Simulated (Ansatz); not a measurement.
# AlFHO radical: basis-set convergence

Aim: see how fast density functionals converge with the basis set for AlFHO radical.

The runs use Ansatz 0.2.0, Gaussian basis; one geometry, several basis sets.

Levels to be run: PBE0-D4/def2-SVP; ωB97M-V/def2-SVP; PBE0-D4/def2-QZVPP; ωB97M-V/def2-QZVPP; the functionals' def2-TZVPP values are taken from earlier runs.

## Step 1: The geometry

All runs share one geometry, relaxed beforehand with PBE0-D4 in a triple-zeta def2 set.

SMILES `[O][AlH][F]`, 4 atoms, charge 0, spin multiplicity 2.

Atoms are counted from 1 here; the program's logs count them from 0.

Bond lengths: O1–Al2 1.731 Å, Al2–F3 1.641 Å, Al2–H4 1.564 Å. Angles: O1–Al2–F3 117.5°, O1–Al2–H4 119.2°, F3–Al2–H4 123.3°.

Coordinates:

```xyz
4
AlFHO
O    -0.12831   -1.06162    1.29942
Al    0.03818    0.02608   -0.03705
F    -1.12652   -0.01027   -1.19223
H     1.27215    0.98560   -0.09044
```

## Step 2: PBE0-D4 in def2-SVP

Input file in.yaml:

```yaml
crystal:
  periodic: [false, false, false]
  atoms:
    - {symbol: O, position_ang: [-0.128309, -1.061616, 1.299421]}
    - {symbol: Al, position_ang: [0.038180, 0.026084, -0.037049]}
    - {symbol: F, position_ang: [-1.126521, -0.010268, -1.192231]}
    - {symbol: H, position_ang: [1.272150, 0.985600, -0.090441]}
basis:
  gaussian: {orbitals: def2-SVP}
magnetization: {spin_polarized: true, initial_magnetization: 1}
hamiltonian: {xc: pbe0, dispersion: d4}
output: {orbitals: {seedname: orbitals}}
```

Further steps of the session: ωB97M-V in def2-SVP; PBE0-D4 in def2-QZVPP; ωB97M-V in def2-QZVPP.

**Question.** What will the summary of the whole plan be? Wanted: PBE0-D4: double and triple zeta above quadruple; ωB97M-V: double and triple zeta above quadruple.

As calculated:

| quantity | value |
| --- | --- |
| PBE0-D4: double and triple zeta above quadruple | 8.99, 0.50 eV |
| ωB97M-V: double and triple zeta above quadruple | 9.08, 0.47 eV |

What this shows: PBE0-D4 gains 8.49 eV from double to triple zeta, then 0.50 eV more. These are total energies; as a rule much of such shifts cancels in differences, which this series doesn't test.
